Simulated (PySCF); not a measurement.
## Reproducing measurements on C2H6O2S

**What was measured.**

From NIST CCCBDB Release 22 (SRD 101), experimental dipoles, for the gas: dipole moment (dielectric constant and refractivity) 4.49 D.

The runs below try to reproduce these values; the comparison stands at the end.

C2H6O2S.
Atom-mapped SMILES: `[CH3:1][S:2]([CH3:3])(=[O:4])=[O:5]` (hydrogens: H6, H7, H8 on C1; H9, H10, H11 on C3)

Geometry (GFN2-xTB, Å), atoms numbered from 1 in this order:
```xyz
11
C2H6O2S angstrom
C      1.3243    0.6110   -0.0386
S      0.0736   -0.6212   -0.4979
C     -1.3841   -0.0942    0.4458
O      0.4944   -1.9060   -0.0148
O     -0.2120   -0.4854   -1.8983
H      0.9661    1.5862   -0.3410
H      2.2390    0.3671   -0.5644
H      1.4800    0.5536    1.0305
H     -2.1884   -0.7854    0.2273
H     -1.6511    0.9046    0.1273
H     -1.1365   -0.1277    1.4983
```

The PySCF runs (gas phase, on this GFN2-xTB geometry; no spin–orbit coupling):

```json
{"level": "PBE0/pcSseg-1", "job": "shieldings, charges and field gradients", "basis functions": "122", "wall time": "8.3 s"}
```

Hardware: x86-64 server, one thread (shared host).

## Comparison

**Dipole moment.** Measured: 4.49 D (NIST CCCBDB Release 22 (SRD 101), experimental dipoles).

```
        level  computed (D)  computed − measured (D)  % (from the printed values)
PBE0/pcSseg-1          4.65                    +0.16                           +4
```

The computed dipoles belong to one fixed geometry; measured ones are averaged over vibrations unless marked μe. Magnitudes are compared, not signs.

The geometry is computed, not the measured one. Where a level misses, the cause wasn't examined.
